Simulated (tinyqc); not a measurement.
MP2 on RHF in the sto-3g basis, frozen core, for CH3-, spin multiplicity 1, step by step (part 1 of 2). The basis has no diffuse functions, so it cannot describe the extra electron: this is an exercise in the method, not the real anion. Computed by tinyqc, a small Python program that keeps every step (integrals from PySCF). Settings: charge = -1, multiplicity = 1, basis = sto-3g, method = RHF, frozen orbitals = 1, energy threshold = 1e-10, iteration cap = 61, orthogonalisation = symmetric, start = Wolfsberg-Helmholz matrix, DIIS depth = 6. Command: `OMP_NUM_THREADS=1 python tinyqc.py 23912 23913 out.jsonl` (the two numbers bound the seeds that draw the settings). One thread of a shared host (Intel(R) Xeon(R) Processor @ 2.60GHz), about 0.1 s of CPU time with the checks. The early iterations of the SCF are left out here.

## One-electron integrals

Geometry (angstrom):
```
atom        x        y       z
C      0.0000   0.0000  0.0820
H      1.1590   0.0000  0.0000
H     -0.5790   1.0040  0.0000
H     -0.5790  -1.0040  0.0000
```

Basis sto-3g: exponents (1/bohr^2) and contraction coefficients of normalised primitives:
```
element  l (shell)  exponent  coefficient
C            s (1)   71.6168       0.1543
C            s (1)   13.0451       0.5353
C            s (1)    3.5305       0.4446
C            s (2)    2.9412      -0.1000
C            s (2)    0.6835       0.3995
C            s (2)    0.2223       0.7001
C            p (3)    2.9412       0.1559
C            p (3)    0.6835       0.6077
C            p (3)    0.2223       0.3920
H            s (1)    3.4253       0.1543
H            s (1)    0.6239       0.5353
H            s (1)    0.1689       0.4446
```

Overlap, kinetic and nuclear-attraction integrals over the contracted functions; the nuclear repulsion is the sum of Za Zb / Rab.

nuclear repulsion = 8.988838 hartree

overlap S, lower triangle:
```
         1C 1s   1C 2s   1C 2px   1C 2py   1C 2pz   2H 1s   3H 1s   4H 1s
1C 1s   1.0000
1C 2s   0.2484  1.0000
1C 2px  0.0000  0.0000   1.0000
1C 2py  0.0000  0.0000   0.0000   1.0000
1C 2pz  0.0000  0.0000   0.0000   0.0000   1.0000
2H 1s   0.0527  0.4502   0.4405   0.0000  -0.0312  1.0000
3H 1s   0.0527  0.4502  -0.2201   0.3816  -0.0312  0.1178  1.0000
4H 1s   0.0527  0.4502  -0.2201  -0.3816  -0.0312  0.1178  0.1177  1.0000
```

kinetic energy T (hartree), lower triangle:
```
          1C 1s   1C 2s   1C 2px   1C 2py   1C 2pz    2H 1s    3H 1s   4H 1s
1C 1s   15.8911
1C 2s   -0.0859  0.4722
1C 2px   0.0000  0.0000   1.4777
1C 2py   0.0000  0.0000   0.0000   1.4777
1C 2pz   0.0000  0.0000   0.0000   0.0000   1.4777
2H 1s   -0.0121  0.0849   0.2184   0.0000  -0.0154   0.7600
3H 1s   -0.0121  0.0849  -0.1091   0.1892  -0.0155  -0.0102   0.7600
4H 1s   -0.0121  0.0849  -0.1091  -0.1892  -0.0155  -0.0102  -0.0102  0.7600
```

nuclear attraction V (hartree), lower triangle:
```
           1C 1s    1C 2s   1C 2px   1C 2py   1C 2pz    2H 1s    3H 1s    4H 1s
1C 1s   -35.0191
1C 2s    -4.5316  -6.5284
1C 2px    0.0000  -0.0001  -6.5414
1C 2py    0.0000   0.0000   0.0000  -6.5416
1C 2pz    0.0032   0.0333   0.0000   0.0000  -6.3758
2H 1s    -0.9759  -2.4493  -2.2141   0.0000   0.1639  -4.4420
3H 1s    -0.9759  -2.4493   1.1061  -1.9180   0.1639  -0.5848  -4.4419
4H 1s    -0.9759  -2.4493   1.1061   1.9180   0.1639  -0.5848  -0.5840  -4.4419
```

core Hamiltonian H = T + V (hartree), lower triangle:
```
           1C 1s    1C 2s   1C 2px   1C 2py   1C 2pz    2H 1s    3H 1s    4H 1s
1C 1s   -19.1280
1C 2s    -4.6175  -6.0562
1C 2px    0.0000  -0.0001  -5.0637
1C 2py    0.0000   0.0000   0.0000  -5.0639
1C 2pz    0.0032   0.0333   0.0000   0.0000  -4.8980
2H 1s    -0.9880  -2.3644  -1.9958   0.0000   0.1485  -3.6820
3H 1s    -0.9880  -2.3644   0.9970  -1.7289   0.1485  -0.5949  -3.6819
4H 1s    -0.9880  -2.3644   0.9970   1.7289   0.1485  -0.5949  -0.5942  -3.6819
```

## Two-electron integrals

Functions are numbered as in S; the eight-fold symmetry (ij|kl) = (ji|kl) = (kl|ij) leaves the list below.

Two-electron integrals (ij|kl) in chemists' order, unique and non-zero (hartree):
```
(11|11) 3.5419      (21|11) 0.5769      (21|21) 0.1119      (22|11) 0.8547
(22|21) 0.2053      (22|22) 0.6247      (31|31) 0.0203      (32|31) 0.0309
(32|32) 0.1380      (33|11) 0.8524      (33|21) 0.2053      (33|22) 0.6246
(33|33) 0.6728      (41|41) 0.0203      (42|41) 0.0309      (42|42) 0.1380
(43|43) 0.0363      (44|11) 0.8524      (44|21) 0.2053      (44|22) 0.6246
(44|33) 0.6003      (44|44) 0.6728      (51|51) 0.0203      (52|51) 0.0309
(52|52) 0.1380      (53|53) 0.0363      (54|54) 0.0363      (55|11) 0.8524
(55|21) 0.2053      (55|22) 0.6246      (55|33) 0.6003      (55|44) 0.6003
(55|55) 0.6728      (61|11) 0.1231      (61|21) 0.0237      (61|22) 0.0435
(61|31) 0.0014      (61|32) 0.0027      (61|33) 0.0438      (61|44) 0.0433
(61|51) -1.02e-04   (61|52) -1.91e-04   (61|53) -3.26e-05   (61|55) 0.0433
(61|61) 0.0051      (62|11) 0.2970      (62|21) 0.0723      (62|22) 0.2423
(62|31) 0.0069      (62|32) 0.0474      (62|33) 0.2536      (62|44) 0.2364
(62|51) -4.86e-04   (62|52) -0.0034     (62|53) -0.0012     (62|55) 0.2365
(62|61) 0.0160      (62|62) 0.1234      (63|11) 0.2530      (63|21) 0.0624
(63|22) 0.2217      (63|31) 0.0125      (63|32) 0.0790      (63|33) 0.2437
(63|44) 0.2105      (63|51) -3.65e-04   (63|52) -0.0028     (63|53) -0.0017
(63|55) 0.2106      (63|61) 0.0145      (63|62) 0.1342      (63|63) 0.1583
(64|41) 0.0073      (64|42) 0.0387      (64|43) 0.0093      (64|54) -0.0007
(64|64) 0.0151      (65|11) -0.0179     (65|21) -0.0044     (65|22) -0.0157
(65|31) -3.65e-04   (65|32) -0.0028     (65|33) -0.0159     (65|44) -0.0149
(65|51) 0.0074      (65|52) 0.0389      (65|53) 0.0093      (65|55) -0.0162
(65|61) -0.0010     (65|62) -0.0095     (65|63) -0.0101     (65|65) 0.0158
(66|11) 0.4475      (66|21) 0.1108      (66|22) 0.4222      (66|31) 0.0132
(66|32) 0.1226      (66|33) 0.4662      (66|44) 0.3998      (66|51) -0.0009
(66|52) -0.0087     (66|53) -0.0047     (66|55) 0.4001      (66|61) 0.0249
(66|62) 0.2723      (66|63) 0.3268      (66|65) -0.0231     (66|66) 0.7746
(71|11) 0.1231      (71|21) 0.0237      (71|22) 0.0435      (71|31) -0.0007
(71|32) -0.0013     (71|33) 0.0434      (71|41) 0.0013      (71|42) 0.0023
(71|43) -2.00e-04   (71|44) 0.0437      (71|51) -1.02e-04   (71|52) -1.91e-04
(71|53) 1.63e-05    (71|54) -2.83e-05   (71|55) 0.0433      (71|61) 0.0050
(71|62) 0.0150      (71|63) 0.0126      (71|64) 0.0005      (71|65) -0.0010
(71|66) 0.0229      (71|71) 0.0051      (72|11) 0.2970      (72|21) 0.0723
(72|22) 0.2423      (72|31) -0.0034     (72|32) -0.0237     (72|33) 0.2407
(72|41) 0.0059      (72|42) 0.0411      (72|43) -0.0074     (72|44) 0.2493
(72|51) -4.86e-04   (72|52) -0.0034     (72|53) 0.0006      (72|54) -0.0011
(72|55) 0.2365      (72|61) 0.0150      (72|62) 0.0876      (72|63) 0.0747
(72|64) 0.0104      (72|65) -0.0066     (72|66) 0.1502      (72|71) 0.0160
(72|72) 0.1235      (73|11) -0.1264     (73|21) -0.0312     (73|22) -0.1108
(73|31) 0.0086      (73|32) 0.0488      (73|33) -0.1163     (73|41) -0.0022
(73|42) -0.0174     (73|43) 0.0112      (73|44) -0.1107     (73|51) 1.83e-04
(73|52) 0.0014      (73|53) -0.0009     (73|54) 4.49e-04    (73|55) -0.1052
(73|61) -0.0059     (73|62) -0.0283     (73|63) -0.0151     (73|64) -0.0025
(73|65) 0.0021      (73|66) -0.0400     (73|71) -0.0072     (73|72) -0.0670
(73|73) 0.0509      (74|11) 0.2192      (74|21) 0.0540      (74|22) 0.1921
(74|31) -0.0022     (74|32) -0.0174     (74|33) 0.1856      (74|41) 0.0112
(74|42) 0.0689      (74|43) -0.0101     (74|44) 0.2080      (74|51) -3.16e-04
(74|52) -0.0025     (74|53) 4.49e-04    (74|54) -0.0014     (74|55) 0.1824
(74|61) 0.0112      (74|62) 0.0698      (74|63) 0.0592      (74|64) 0.0176
(74|65) -0.0051     (74|66) 0.1203      (74|71) 0.0125      (74|72) 0.1162
(74|73) -0.0620     (74|74) 0.1226      (75|11) -0.0179     (75|21) -0.0044
(75|22) -0.0157     (75|31) 1.83e-04    (75|32) 0.0014      (75|33) -0.0152
(75|41) -3.16e-04   (75|42) -0.0025     (75|43) 4.49e-04    (75|44) -0.0157
(75|51) 0.0074      (75|52) 0.0389      (75|53) -0.0047     (75|54) 0.0081
(75|55) -0.0162     (75|61) -0.0010     (75|62) -0.0066     (75|63) -0.0055
(75|64) -0.0008     (75|65) 0.0105      (75|66) -0.0119     (75|71) -0.0010
(75|72) -0.0095     (75|73) 0.0051      (75|74) -0.0088     (75|75) 0.0158
(76|11) 0.0697      (76|21) 0.0170      (76|22) 0.0590      (76|31) 0.0007
(76|32) 0.0050      (76|33) 0.0595      (76|41) 0.0012      (76|42) 0.0086
(76|43) 3.50e-04    (76|44) 0.0599      (76|51) -1.91e-04   (76|52) -0.0014
(76|53) -1.89e-04   (76|54) -3.27e-04   (76|55) 0.0575      (76|61) 0.0037
(76|62) 0.0268      (76|63) 0.0270      (76|64) 0.0029      (76|65) -0.0023
(76|66) 0.0551      (76|71) 0.0037      (76|72) 0.0268      (76|73) -0.0110
(76|74) 0.0248      (76|75) -0.0023     (76|76) 0.0071      (77|11) 0.4475
(77|21) 0.1108      (77|22) 0.4222      (77|31) -0.0066     (77|32) -0.0613
(77|33) 0.4164      (77|41) 0.0114      (77|42) 0.1062      (77|43) -0.0287
(77|44) 0.4496      (77|51) -0.0009     (77|52) -0.0087     (77|53) 0.0023
(77|54) -0.0041     (77|55) 0.4001      (77|61) 0.0229      (77|62) 0.1502
(77|63) 0.1242      (77|64) 0.0255      (77|65) -0.0119     (77|66) 0.2628
(77|71) 0.0249      (77|72) 0.2723      (77|73) -0.1633     (77|74) 0.2831
(77|75) -0.0231     (77|76) 0.0551      (77|77) 0.7746      (81|11) 0.1231
(81|21) 0.0237      (81|22) 0.0435      (81|31) -0.0007     (81|32) -0.0013
(81|33) 0.0434      (81|41) -0.0013     (81|42) -0.0023     (81|43) 2.00e-04
(81|44) 0.0437      (81|51) -1.02e-04   (81|52) -1.91e-04   (81|53) 1.63e-05
(81|54) 2.83e-05    (81|55) 0.0433      (81|61) 0.0050      (81|62) 0.0150
(81|63) 0.0126      (81|64) -0.0005     (81|65) -0.0010     (81|66) 0.0229
(81|71) 0.0050      (81|72) 0.0150      (81|73) -0.0068     (81|74) 0.0107
(81|75) -0.0010     (81|76) 0.0035      (81|77) 0.0229      (81|81) 0.0051
(82|11) 0.2970      (82|21) 0.0723      (82|22) 0.2423      (82|31) -0.0034
(82|32) -0.0237     (82|33) 0.2407      (82|41) -0.0059     (82|42) -0.0411
(82|43) 0.0074      (82|44) 0.2493      (82|51) -4.86e-04   (82|52) -0.0034
(82|53) 0.0006      (82|54) 0.0011      (82|55) 0.2365      (82|61) 0.0150
(82|62) 0.0876      (82|63) 0.0747      (82|64) -0.0104     (82|65) -0.0066
(82|66) 0.1502      (82|71) 0.0150      (82|72) 0.0876      (82|73) -0.0462
(82|74) 0.0595      (82|75) -0.0066     (82|76) 0.0203      (82|77) 0.1502
(82|81) 0.0160      (82|82) 0.1235      (83|11) -0.1264     (83|21) -0.0312
(83|22) -0.1108     (83|31) 0.0086      (83|32) 0.0488      (83|33) -0.1163
(83|41) 0.0022      (83|42) 0.0174      (83|43) -0.0112     (83|44) -0.1107
(83|51) 1.83e-04    (83|52) 0.0014      (83|53) -0.0009     (83|54) -4.49e-04
(83|55) -0.1052     (83|61) -0.0059     (83|62) -0.0283     (83|63) -0.0151
(83|64) 0.0025      (83|65) 0.0021      (83|66) -0.0400     (83|71) -0.0068
(83|72) -0.0462     (83|73) 0.0339      (83|74) -0.0308     (83|75) 0.0034
(83|76) -0.0083     (83|77) -0.0840     (83|81) -0.0072     (83|82) -0.0670
(83|83) 0.0509      (84|11) -0.2192     (84|21) -0.0540     (84|22) -0.1921
(84|31) 0.0022      (84|32) 0.0174      (84|33) -0.1856     (84|41) 0.0112
(84|42) 0.0689      (84|43) -0.0101     (84|44) -0.2080     (84|51) 3.16e-04
(84|52) 0.0025      (84|53) -4.49e-04   (84|54) -0.0014     (84|55) -0.1824
(84|61) -0.0112     (84|62) -0.0698     (84|63) -0.0592     (84|64) 0.0176
(84|65) 0.0051      (84|66) -0.1203     (84|71) -0.0107     (84|72) -0.0595
(84|73) 0.0308      (84|74) -0.0315     (84|75) 0.0044      (84|76) -0.0143
(84|77) -0.0948     (84|81) -0.0125     (84|82) -0.1162     (84|83) 0.0620
(84|84) 0.1226      (85|11) -0.0179     (85|21) -0.0044     (85|22) -0.0157
(85|31) 1.83e-04    (85|32) 0.0014      (85|33) -0.0152     (85|41) 3.16e-04
(85|42) 0.0025      (85|43) -4.49e-04   (85|44) -0.0157     (85|51) 0.0074
(85|52) 0.0389      (85|53) -0.0047     (85|54) -0.0081     (85|55) -0.0162
(85|61) -0.0010     (85|62) -0.0066     (85|63) -0.0055     (85|64) 0.0008
(85|65) 0.0105      (85|66) -0.0119     (85|71) -0.0010     (85|72) -0.0066
(85|73) 0.0034      (85|74) -0.0044     (85|75) 0.0105      (85|76) -0.0017
(85|77) -0.0119     (85|81) -0.0010     (85|82) -0.0095     (85|83) 0.0051
(85|84) 0.0088      (85|85) 0.0158      (86|11) 0.0697      (86|21) 0.0170
(86|22) 0.0590      (86|31) 0.0007      (86|32) 0.0050      (86|33) 0.0595
(86|41) -0.0012     (86|42) -0.0086     (86|43) -3.50e-04   (86|44) 0.0599
(86|51) -1.91e-04   (86|52) -0.0014     (86|53) -1.89e-04   (86|54) 3.27e-04
(86|55) 0.0575      (86|61) 0.0037      (86|62) 0.0268      (86|63) 0.0270
(86|64) -0.0029     (86|65) -0.0023     (86|66) 0.0551      (86|71) 0.0035
(86|72) 0.0203      (86|73) -0.0083     (86|74) 0.0143      (86|75) -0.0017
(86|76) 0.0057      (86|77) 0.0344      (86|81) 0.0037      (86|82) 0.0268
(86|83) -0.0110     (86|84) -0.0248     (86|85) -0.0023     (86|86) 0.0071
(87|11) 0.0696      (87|21) 0.0170      (87|22) 0.0589      (87|31) -0.0013
(87|32) -0.0099     (87|33) 0.0601      (87|44) 0.0593      (87|51) -1.91e-04
(87|52) -0.0014     (87|53) 3.76e-04    (87|55) 0.0574      (87|61) 0.0035
(87|62) 0.0203      (87|63) 0.0165      (87|65) -0.0017     (87|66) 0.0344
(87|71) 0.0037      (87|72) 0.0268      (87|73) -0.0160     (87|74) 0.0219
(87|75) -0.0023     (87|76) 0.0056      (87|77) 0.0550      (87|81) 0.0037
(87|82) 0.0268      (87|83) -0.0160     (87|84) -0.0219     (87|85) -0.0023
(87|86) 0.0056      (87|87) 0.0071      (88|11) 0.4475      (88|21) 0.1108
(88|22) 0.4222      (88|31) -0.0066     (88|32) -0.0613     (88|33) 0.4164
(88|41) -0.0114     (88|42) -0.1062     (88|43) 0.0287      (88|44) 0.4496
(88|51) -0.0009     (88|52) -0.0087     (88|53) 0.0023      (88|54) 0.0041
(88|55) 0.4001      (88|61) 0.0229      (88|62) 0.1502      (88|63) 0.1242
(88|64) -0.0255     (88|65) -0.0119     (88|66) 0.2628      (88|71) 0.0229
(88|72) 0.1502      (88|73) -0.0840     (88|74) 0.0948      (88|75) -0.0119
(88|76) 0.0344      (88|77) 0.2627      (88|81) 0.0249      (88|82) 0.2723
(88|83) -0.1633     (88|84) -0.2831     (88|85) -0.0231     (88|86) 0.0551
(88|87) 0.0550      (88|88) 0.7746
```

## Orthogonalisation

S = U s U^T; symmetric (Loewdin) form X = U s^(-1/2) U^T, so that X^T S X = 1.

eigenvalues of S: 0.3025  0.3983  0.3985  0.9619  1.0070  1.4836  1.4840  1.9641

X, lower triangle:
```
          1C 1s    1C 2s   1C 2px   1C 2py  1C 2pz    2H 1s    3H 1s   4H 1s
1C 1s    1.0281
1C 2s   -0.1621   1.3530
1C 2px   0.0000   0.0001   1.1611
1C 2py   0.0000   0.0000   0.0000   1.1613
1C 2pz   0.0022  -0.0222   0.0000   0.0000  1.0015
2H 1s    0.0247  -0.2998  -0.3098   0.0000  0.0203   1.2177
3H 1s    0.0247  -0.2998   0.1548  -0.2684  0.0203  -0.0263   1.2177
4H 1s    0.0247  -0.2998   0.1548   0.2684  0.0203  -0.0263  -0.0263  1.2177
```

## Starting guess

The start is the generalised Wolfsberg-Helmholz matrix (K = 1.75) built on H; D = 2 C_occ C_occ^T.

D at the start, lower triangle:
```
          1C 1s    1C 2s   1C 2px   1C 2py   1C 2pz   2H 1s   3H 1s   4H 1s
1C 1s    2.0411
1C 2s   -0.1468   0.7836
1C 2px   0.0000  -0.0001   1.0999
1C 2py   0.0000   0.0000   0.0000   1.0996
1C 2pz  -0.0230   0.0768   0.0000   0.0000   1.9957
2H 1s   -0.1470   0.3075   0.4755   0.0000  -0.0135  0.3312
3H 1s   -0.1470   0.3076  -0.2377   0.4117  -0.0135  0.0229  0.3312
4H 1s   -0.1470   0.3076  -0.2377  -0.4117  -0.0135  0.0229  0.0229  0.3312
```

## Iteration 8 (converged): orbitals

converged F (hartree), lower triangle:
```
           1C 1s    1C 2s   1C 2px   1C 2py  1C 2pz    2H 1s    3H 1s    4H 1s
1C 1s   -10.3846
1C 2s    -2.8228  -0.9636
1C 2px    0.0000   0.0000   0.3040
1C 2py    0.0000   0.0000   0.0000   0.3038
1C 2pz    0.0068   0.0119   0.0000   0.0000  0.2238
2H 1s    -0.6106  -0.4574  -0.2272   0.0000  0.0237  -0.0592
3H 1s    -0.6107  -0.4574   0.1135  -0.1968  0.0237  -0.1280  -0.0592
4H 1s    -0.6107  -0.4574   0.1135   0.1968  0.0237  -0.1280  -0.1279  -0.0592
```

Diagonalise F' = X^T F X, C = X C', fill 5 alpha and 5 beta electrons from the bottom; D = 2 C_occ C_occ^T. Each column has its largest component positive (the first on a tie).

F' = X^T F X (hartree), lower triangle:
```
          1        2        3        4       5        6        7       8
1  -10.1438
2   -1.5921   0.0520
3    0.0000   0.0001   0.6647
4    0.0000   0.0000   0.0000   0.6649
5    0.0121  -0.0312   0.0000   0.0000  0.2273
6   -0.0737  -0.4051  -0.4967   0.0000  0.0355   0.3670
7   -0.0737  -0.4051   0.2482  -0.4303  0.0355  -0.0459   0.3669
8   -0.0737  -0.4051   0.2482   0.4303  0.0355  -0.0459  -0.0459  0.3669
```

orbital energies (hartree): MO1 -10.3917, MO2 -0.3875, MO3 -0.0825, MO4 -0.0823, MO5 0.2220, MO6 0.9678, MO7 1.1599, MO8 1.1603

coefficients C:
```
            MO1      MO2      MO3      MO4      MO5      MO6      MO7      MO8
1C 1s    0.9922  -0.2073   0.0000   0.0000  -0.0254  -0.2390  -0.0002   0.0000
1C 2s    0.0343   0.5862   0.0000  -0.0001   0.1168   1.3299   0.0013   0.0000
1C 2px   0.0000   0.0000   0.0000   0.4389   0.0000  -0.0008   1.1399   0.0000
1C 2py   0.0000   0.0000   0.4389   0.0000   0.0000   0.0000   0.0000   1.1402
1C 2pz  -0.0012  -0.0243   0.0000   0.0000   0.9936  -0.1299  -0.0001   0.0000
2H 1s   -0.0066   0.2677   0.0000   0.5922  -0.0320  -0.6852  -0.8821   0.0000
3H 1s   -0.0066   0.2677   0.5127  -0.2961  -0.0320  -0.6865   0.4400  -0.7635
4H 1s   -0.0066   0.2677  -0.5127  -0.2961  -0.0320  -0.6865   0.4400   0.7635
```

D after iteration 8, lower triangle:
```
          1C 1s    1C 2s   1C 2px   1C 2py   1C 2pz    2H 1s    3H 1s   4H 1s
1C 1s    2.0561
1C 2s   -0.1810   0.7169
1C 2px   0.0000  -0.0001   0.3853
1C 2py   0.0000   0.0000   0.0000   0.3852
1C 2pz  -0.0429   0.2035   0.0000   0.0000   1.9758
2H 1s   -0.1223   0.3058   0.5198   0.0000  -0.0766   0.8468
3H 1s   -0.1224   0.3060  -0.2599   0.4500  -0.0766  -0.2052   0.8466
4H 1s   -0.1224   0.3060  -0.2599  -0.4500  -0.0766  -0.2052  -0.2050  0.8466
```

## Convergence

Stop when the energy changes by less than 1e-10 hartree and every element of the error matrix X^T (F D S - S D F) X is below 3e-06.

Course of the cycle:
```
iteration  E (hartree)     change  largest element of the error matrix
1           -38.371673          -                             5.47e-01
2           -38.769638  -3.98e-01                             7.56e-02
3           -38.778378  -8.74e-03                             1.39e-02
4           -38.778959  -5.81e-04                             2.08e-03
5           -38.778974  -1.56e-05                             3.72e-04
6           -38.778975  -3.10e-07                             1.51e-05
7           -38.778975  -3.34e-10                             3.42e-07
8           -38.778975  -2.63e-13                             7.06e-08
```

PySCF RHF in the same basis = -38.778975 hartree

Converged in 8 iterations.

## Populations, bond orders and dipole

Mulliken: Z minus the diagonal of D S on the atom; Loewdin: the same with S^(1/2) D S^(1/2); Mayer order: 2 sum_s sum (D(s) S)_ij (D(s) S)_ji over the two atoms.

Charges (e):
```
atom  Mulliken  Loewdin
1C     -0.5172  -0.5780
2H     -0.1610  -0.1407
3H     -0.1609  -0.1406
4H     -0.1609  -0.1406
```

Mayer bond orders:
```
pair   order
2-1   0.9497
3-1   0.9497
3-2   0.0122
4-1   0.9497
4-2   0.0122
4-3   0.0122
```

dipole moment about the origin, x y z (debye): -0.0013  0.0000  -0.6594
